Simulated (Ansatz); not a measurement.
# SiC₂ (triplet): wave-function methods side by side, def2-QZVPP

One table from this session's results is given with a row withheld; the runs are named, their logs left out.

Program: Ansatz 0.2.0, Gaussian basis. Level of theory: def2-QZVPP, core rule «outside noble gas», up to 7 orbitals frozen. These are calculated values, not measurements.

Plan: UHF; ROHF; CCSD(T) on UHF.

2 further runs of the same task are left out: 2 set aside as unsound or not needed.

### The geometry

The geometry is a PBE0/def2-TZVP stationary point (not a proven minimum) of the parent state, kept for this charge and spin.

3 atoms, charge 0, spin multiplicity 3.

Atoms are counted from 1 here; the program's logs count them from 0.

Bond lengths: C1–Si2 1.836 Å, C1–C3 1.263 Å, Si2–C3 1.836 Å. Angles: Si2–C1–C3 69.9°, C1–Si2–C3 40.2°, C1–C3–Si2 69.9°.

The first run:

Contents of in.yaml:

```yaml
crystal:
  periodic: [false, false, false]
  atoms:
    - {symbol: C, position_ang: [0.000000, 0.631350, 0.929211]}
    - {symbol: Si, position_ang: [0.000000, 0.000000, -0.794750]}
    - {symbol: C, position_ang: [0.000000, -0.631350, 0.929211]}
basis:
  gaussian: {orbitals: "def2-QZVPP.json"}
magnetization: {spin_polarized: true, initial_magnetization: 2}
hamiltonian: {xc: hf}
output: {orbitals: {seedname: orbitals}}
```

Launch:

```bash
$ ansatz run in.yaml --threads 1 --pin off --events-out ev --progress --plain --max-ram 2393MiB
```

Steps of the session up to this table: UHF; ROHF; CCSD(T) on UHF.

One table of the session follows, with a row left open; its other results are not shown here.

```
  method  from UCCSD(T) (meV)
    ROHF                    ?
     UHF             +11258.8
    UMP2              +1339.2
   UCCSD               +750.6
UCCSD(T)                    0
```

**Question.** Estimate the row for ROHF.

**Answer.** from UCCSD(T) (meV): +11534.5. In the column «from UCCSD(T) (meV)» it is the highest.
